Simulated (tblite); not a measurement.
Species: C3H10NP2 (charge -1).
SMILES with atom numbers: `[CH3:1][N:2]([CH3:3])[P-:4][CH2:5][PH2:6]` (hydrogens: H7, H8, H9 on C1; H10, H11, H12 on C3; H13, H14 on C5; H15, H16 on P6)

Cartesian coordinates in Å at the GFN2-xTB level; atoms count from 1:
```xyz
16
C3H10NP2 angstrom
C     -0.7521   -1.6343   -0.1473
N     -0.5905   -0.2126    0.0243
C     -1.7692    0.5024   -0.3984
P      0.1193    0.3006    1.5617
C      1.4552    1.3405    0.7813
P      2.6251    0.4857   -0.3760
H     -0.8596   -1.8625   -1.2183
H     -1.6366   -2.0390    0.3732
H      0.1341   -2.1342    0.2390
H     -1.6358    1.5602   -0.1797
H     -1.9058    0.3740   -1.4825
H     -2.6897    0.1562    0.1017
H      1.0400    2.1803    0.2055
H      2.0486    1.7668    1.5995
H      2.7955   -0.6661    0.3782
H      1.6139   -0.1090   -1.1145
```

All values are computed: GFN2-xTB (tblite) harmonic vibrations without scaling, gas phase. Against measured fundamentals such values can be off by several per cent, at times by over 20. Modes of hydrogen on phosphorus can be 10 to 20 % off. One conformer, not necessarily the lowest.

Harmonic wavenumbers (cm⁻¹): 38.4, 72.3, 148.1, 178.0, 223.0, 225.2, 264.9, 323.2, 328.1, 385.7, 590.9, 611.7, 634.8, 660.7, 823.1, 846.8, 958.9, 1038.6, 1078.0, 1089.0, 1131.5, 1135.8, 1144.9, 1183.1, 1227.1, 1394.7, 1408.5, 1413.1, 1479.3, 1487.9, 1504.8, 1510.9, 2296.6, 2364.7, 2790.3, 2792.4, 2836.4, 2849.5, 2860.3, 2901.9, 3012.5, 3014.2.

A = 3302, B = 1400, C = 1242 MHz; mass 122.029 u (most abundant isotopes); point group C1, symmetry number 1.

Zero-point energy?

½Σν̃ = 27130 cm⁻¹ = 77.57 kcal/mol.

What is S at 200 K and 1 bar for an ideal gas of classical rigid rotors and harmonic oscillators?

Translation 38.35, rotation 27.23, vibration 17.42: S = 83.0 cal/(mol K).

And Cp and H(200 K) − H(0)?

Cp = 26.42 cal/(mol K), of which vibrations give 18.48 (their classical limit is 42 R = 83.5); H(200 K) − H(0) = 3.48 kcal/mol without the zero-point energy, 1.89 from vibrations.

Which modes carry the vibrational entropy at 200 K?

38.4 cm⁻¹: 4.55; 72.3 cm⁻¹: 3.31; 148.1 cm⁻¹: 1.95; 178.0 cm⁻¹: 1.63; 223.0 cm⁻¹: 1.25; 225.2 cm⁻¹: 1.23 cal/(mol K); the other 36 give 3.50 together.

Blend soft modes into free rotors: weight 1/[1 + (100 cm⁻¹/ν̃)⁴] for the oscillator and the rest for a rotor with moment μB/(μ + B), μ = h/(8π²ν), B = 10⁻⁴⁴ kg m². What vibrational entropy results?

15.99 cal/(mol K) in place of 17.42, which changes −T·S at 200 K by +0.29 kcal/mol.

How do the functions run with temperature in this model?

```json
{"T (K)": "150", "S (cal/(mol K))": "76.0", "Cp (cal/(mol K))": "22.5", "H − H(0) (kcal/mol)": "2.26", "G − H(0) (kcal/mol)": "-9.14", "ln q(vib)": "2.80"}
{"T (K)": "250", "S (cal/(mol K))": "89.3", "Cp (cal/(mol K))": "30.3", "H − H(0) (kcal/mol)": "4.90", "G − H(0) (kcal/mol)": "-17.43", "ln q(vib)": "5.18"}
{"T (K)": "298.15", "S (cal/(mol K))": "95.0", "Cp (cal/(mol K))": "34.0", "H − H(0) (kcal/mol)": "6.45", "G − H(0) (kcal/mol)": "-21.86", "ln q(vib)": "6.30"}
{"T (K)": "400", "S (cal/(mol K))": "106.0", "Cp (cal/(mol K))": "41.6", "H − H(0) (kcal/mol)": "10.31", "G − H(0) (kcal/mol)": "-32.11", "ln q(vib)": "8.62"}
{"T (K)": "600", "S (cal/(mol K))": "125.3", "Cp (cal/(mol K))": "53.7", "H − H(0) (kcal/mol)": "19.90", "G − H(0) (kcal/mol)": "-55.29", "ln q(vib)": "12.98"}
{"T (K)": "900", "S (cal/(mol K))": "149.6", "Cp (cal/(mol K))": "66.0", "H − H(0) (kcal/mol)": "38.01", "G − H(0) (kcal/mol)": "-96.65", "ln q(vib)": "19.02"}
```

q(vib) and H(0) count from the zero-point level.

What must be added to the electronic energy to get the Gibbs energy at 200 K and 1 bar?

ZPE + [H(200 K) − H(0)] − T·S = 77.57 + 3.48 − 16.60 = 64.45 kcal/mol.

Hindered rotation and anharmonicity are outside this model. Other conformers, if any are populated, would add a mixing term that is left out. The structure is chiral; the term R ln 2 for an equal mix with its mirror image is left out.
